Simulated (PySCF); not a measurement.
# C2F4 (Tetrafluoroethylene): the cost of one run

Computed with PySCF 2.14.0, with density-fitted response routines of our own, on a single molecule in the gas phase. Atoms count from 0, in the outputs and in this text.

## (1) Starting geometry

6 atoms, charge 0, multiplicity 1; geometry from: MMFF94s. The atoms were then displaced at random by about 0.03 Å, so the start is not that level's minimum.

Bonds of the start (Å): F0–C1 1.33, C1–F2 1.39, C1–C3 1.45, C3–F4 1.32, C3–F5 1.30.

## (2) Optimising the geometry at PBE0-D3(BJ)/def2-SVP

What the job is given:

```
{"job": {"xc": "PBE0", "basis": "def2-SVP", "d3": "d3bj", "grid": 1, "shake": 0.03, "kind": "geom"}, "charge": 0, "multiplicity": 1}
F     -1.242010    -0.077300     1.225610
C     -0.682820    -0.035250     0.016790
F     -1.442520    -0.093720    -1.145210
C      0.765470     0.028440    -0.033840
F      1.294800    -0.019410    -1.244720
F      1.370190     0.101220     1.112100
```

Started as:

```bash
$ OMP_NUM_THREADS=1 python probes_run.py task.json out
```

The driver reads the jobs from task.json and runs them one after another.

**Question.** How long does this first job take on 1 thread of Intel Xeon Platinum 8488C, shared host, and how much memory does it need?

About 20 s, with a peak of 0.35 GiB.
